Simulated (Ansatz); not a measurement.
# Exact exchange and the vertical energy of the triplet above the singlet of C2H2O (ethynol)

C2H2O has 5 atoms, charge 0, and is taken as a singlet. As SMILES, `C#CO`. The coordinates come from a PBE0-D4/def2-TZVP relaxation.

The vertical energy of the triplet above the singlet y, in eV, basis cc-pVTZ; a is the functional's share of exact exchange. Programs: Ansatz 0.2.0.

```
functional  program     a  y (eV)
    r2SCAN   Ansatz     0    5.70
       PBE   Ansatz     0    5.71
     B3LYP   Ansatz   0.2    5.89
      PBE0   Ansatz  0.25       ?
     BHLYP   Ansatz   0.5    5.92
```

Fit y = c + s·a to the known rows and predict PBE0.


1. Means of the 4 rows: a = 0.1750, y = 5.805.
2. Σ(Δa)² = 0.1675, Σ(Δa·Δy) = 0.0745, so the slope is 0.0745/0.1675 = 0.44478.
3. Intercept: 5.805 − (0.44478) × 0.1750 = 5.727. The largest residual of the fit is 0.074.
4. PBE0: 5.727 + (0.44478) × 0.25 = 5.84 eV.

The run gave 5.87 eV, so the prediction is off by -0.03 eV, within the largest residual.
